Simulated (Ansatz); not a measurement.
# CH₂Cl₂ (singlet): from Hartree-Fock to the top rungs, 6-31G

Aim: climb from Hartree-Fock through coupled cluster and multireference methods for CH₂Cl₂ (singlet) at one geometry and basis, and see what each rung misses.

The runs use Ansatz 0.2.0, Gaussian basis; 6-31G, core rule «outside noble gas», up to 11 orbitals frozen.

To be run: UHF; CCSD(T) on RHF; BCCD(T) on RHF; CISD; CCSDT(Q) on RHF; CISDTQ; CCSDTQ on RHF; CASSCF and MRCISD+Q, 16 electrons in 12 orbitals; CASSCF and NEVPT2, 16 electrons in 12 orbitals.

14 further runs of the same task are left out: 1 that didn't finish, 13 set aside as unsound or not needed.

### Step 1. The geometry

The geometry is an MP2(full)/6-31G* stationary point (not a proven minimum).

5 atoms, charge 0, spin multiplicity 1.

Atoms are counted from 1 here; the program's logs count them from 0.

Bond lengths: C1–Cl2 1.767 Å, C1–Cl3 1.767 Å, C1–H4 1.087 Å, C1–H5 1.087 Å. Angles: Cl2–C1–Cl3 113.0°, Cl2–C1–H4 108.3°, Cl2–C1–H5 108.3°, Cl3–C1–H4 108.3°, Cl3–C1–H5 108.3°, H4–C1–H5 110.8°.

### Step 2. UHF

The input, in.yaml:

```yaml
crystal:
  periodic: [false, false, false]
  atoms:
    - {symbol: C, position_ang: [0.000000, 0.000000, 0.799380]}
    - {symbol: Cl, position_ang: [0.000000, 1.474200, -0.175680]}
    - {symbol: Cl, position_ang: [0.000000, -1.474200, -0.175680]}
    - {symbol: H, position_ang: [-0.894585, 0.000000, 1.416562]}
    - {symbol: H, position_ang: [0.894585, 0.000000, 1.416562]}
basis:
  gaussian: {orbitals: 6-31G}
magnetization: {spin_polarized: true, initial_magnetization: 0}
hamiltonian: {xc: hf}
output: {orbitals: {seedname: orbitals}}
```

On the command line:

```bash
$ ansatz run in.yaml --threads 1 --pin off --events-out ev --progress --plain --max-ram 3956MiB --backend cpu
```

Further steps of the session: CCSD(T) on RHF; BCCD(T) on RHF; CISD; CCSDT(Q) on RHF; CISDTQ; CCSDTQ on RHF; CASSCF and MRCISD+Q, 16 electrons in 12 orbitals; CASSCF and NEVPT2, 16 electrons in 12 orbitals.

Before running them: what should the planned runs give, taken together? Wanted: RCCSDTQ below the RHF energy; RMP2 from RCCSDTQ; RCCSD from RCCSDTQ; RCCSD(T) from RCCSDTQ; RCCSDT(Q) from RCCSDTQ; NEVPT2 valence from RCCSDTQ; MRCISD+Q valence from RCCSDTQ; T1 diagnostic; effectively unpaired electrons.

**Answer**, as computed:

| quantity | value |
| --- | --- |
| RCCSDTQ below the RHF energy | -5.5951 eV |
| RMP2 from RCCSDTQ | +773.5 meV |
| RCCSD from RCCSDTQ | +135.3 meV |
| RCCSD(T) from RCCSDTQ | +17.4 meV |
| RCCSDT(Q) from RCCSDTQ | -0.1 meV |
| NEVPT2 valence from RCCSDTQ | +552.7 meV |
| MRCISD+Q valence from RCCSDTQ | +34.0 meV |
| levels within 1 kcal/mol (43 meV) | RCCSD(T), BCCD(T), RCCSDT, CISDTQ, RCCSDT(Q), MRCISD+Q valence |
| T1 diagnostic | 0.008 |
| effectively unpaired electrons | 0.03 |

In words: RCCSD(T) misses by +17.4 meV, 0.3 % of the correlation energy. One determinant dominates. Of the multireference levels listed MRCISD+Q valence comes nearest in total energy (+34.0 meV), which doesn't show that its space is the better one. These misses are within one basis, not against nature.
